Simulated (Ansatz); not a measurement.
System: SO2, charge -1, multiplicity 2. 
Coordinates optimised at B3LYP-D3(BJ)/def2-TZVP (Ansatz, a program for electronic structure):
```xyz
3

O     -1.2617     0.4486    -0.0128
S     -0.0115    -0.4129    -0.0053
O      1.2847     0.3772     0.0234
```
Charge -1, spin multiplicity 2.

Basis-set convergence of Hartree-Fock and CCSD correlation energies (hartree) with Ansatz. Cores are frozen in the correlated levels unless marked. UHF or UKS for open shells. Spin-orbit coupling is left out. No relativistic terms. This anion needs diffuse functions, which these sets lack.

```csv
basis,functions,E(HF),"E(corr, CCSD)"
cc-pV(D+d)Z,51,-547.22200,-0.50645
cc-pV(T+d)Z,99,-547.32172,-0.65308
cc-pV(Q+d)Z,174,…,…
```

Task: Fill in the missing entries.

Result: 
- cc-pV(Q+d)Z, E(HF): -547.34583
- cc-pV(Q+d)Z, E(corr, CCSD): -0.70484
